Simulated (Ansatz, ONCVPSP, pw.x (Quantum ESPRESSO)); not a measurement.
Equation-of-state test of one ONCV potential (H)

H (Z = 1), optimised norm-conserving Vanderbilt (ONCV), made with ONCVPSP 4.0.1 (PBEsol, scalar-relativistic). Core none, reference 1s0.75 (charge +0.25). Waves: 1s: rc 1.00 bohr, ncon 3, nbas 6, qcut 7 1/bohr, local; p scattering state at 0.14 Ha: rc 1.00 bohr, ncon 4, nbas 8, qcut 9.6 1/bohr, 1 projector. Local part: the s channel. Core correction: none.

Crystal test: diamond H in pw.x 7.5, no spin, 15³ k-points, Fermi–Dirac smearing 0.01 Ry, cutoffs 60/240 Ry. The reference is all-electron LAPW (Ansatz 0.2.0) with the same functional, mesh and smearing; V0 and B0 come from Birch–Murnaghan fits to the pressures at five volumes. Errors are pseudo minus all-electron; Δ is the rms difference of the E(V) curves that follow from these fits, minima aligned, over ±6 % about the mean V0. Mesh and smearing are coarse, so the numbers serve the comparison and aren't converged zero-temperature values; the lattice is a test structure that the element need not adopt.

```json
{"V (Å³/atom)": "3.187", "P all-electron (GPa)": "5.27", "P pseudo (GPa)": "5.34"}
{"V (Å³/atom)": "3.271", "P all-electron (GPa)": "2.49", "P pseudo (GPa)": "2.55"}
{"V (Å³/atom)": "3.355", "P all-electron (GPa)": "-0.03", "P pseudo (GPa)": "0.03"}
{"V (Å³/atom)": "3.439", "P all-electron (GPa)": "-2.30", "P pseudo (GPa)": "-2.24"}
{"V (Å³/atom)": "3.523", "P all-electron (GPa)": "-4.34", "P pseudo (GPa)": "-4.29"}
```

All-electron: a0 = 2.994 Å (V0 = 3.35 Å³/atom), B0 = 95.5 GPa.

Pseudopotential: mean pressure error (GPa): +0.06; a0 (Å): 2.994; a0 error (%): +0.02; B0 error (%): -0.0; Δ (meV/atom): 0.0.

At the middle volume, how do free energy and pressure move when the wave cutoff is lowered (ecutrho kept at four times it)?

```csv
cutoff (Ry),shift of F (meV/atom),shift of P (GPa)
27,+69.4,-7.20
36,+17.5,-2.90
48,+1.4,-0.49
```

The run at the middle volume (120 k-points, 5 iterations) took about 2.9 s on one core of a shared host (Intel(R) Xeon(R) Processor @ 2.60GHz, 24 threads, 32 GiB, load 5).
